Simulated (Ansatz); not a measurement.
Mulliken charges of `CSC(=N)O` from r2SCAN/def2-TZVPP in Ansatz (PBE0-D4/def2-TZVP geometry).

```json
{"atom": "C1", "x (Å)": "0.346", "y (Å)": "-0.340", "z (Å)": "1.653", "charge (e)": "-0.154"}
{"atom": "S2", "x (Å)": "-0.049", "y (Å)": "-1.222", "z (Å)": "0.136", "charge (e)": "-0.070"}
{"atom": "C3", "x (Å)": "-0.217", "y (Å)": "0.063", "z (Å)": "-1.051", "charge (e)": "0.261"}
{"atom": "N4", "x (Å)": "-0.498", "y (Å)": "-0.098", "z (Å)": "-2.270", "charge (e)": "-0.376"}
{"atom": "O5", "x (Å)": "-0.015", "y (Å)": "1.292", "z (Å)": "-0.551", "charge (e)": "-0.300"}
{"atom": "H6", "x (Å)": "0.459", "y (Å)": "-1.111", "z (Å)": "2.416", "charge (e)": "0.082"}
{"atom": "H7", "x (Å)": "1.279", "y (Å)": "0.210", "z (Å)": "1.553", "charge (e)": "0.092"}
{"atom": "H8", "x (Å)": "-0.460", "y (Å)": "0.334", "z (Å)": "1.934", "charge (e)": "0.092"}
{"atom": "H9", "x (Å)": "-0.626", "y (Å)": "-1.073", "z (Å)": "-2.518", "charge (e)": "0.154"}
{"atom": "H10", "x (Å)": "-0.137", "y (Å)": "1.895", "z (Å)": "-1.299", "charge (e)": "0.219"}
```

**Question.** By hand: the dipole of these point charges (1 e Å = 4.8032 D).

**Answer.** Σ q r = (0.072, 0.012, 0.327) e Å, of length 0.335 e Å = 1.61 D.

**Question.** How does the dipole of the full density compare? (Estimate.)

**Answer.** Ansatz gave: (0.088, 0.080, 0.380) e Å, 1.91 D; the point charges give 0.84 times that, at 10° from its direction.

Point charges leave out the atoms' own dipoles, such as those of lone pairs, and Mulliken's split depends on the basis, so the two needn't agree.
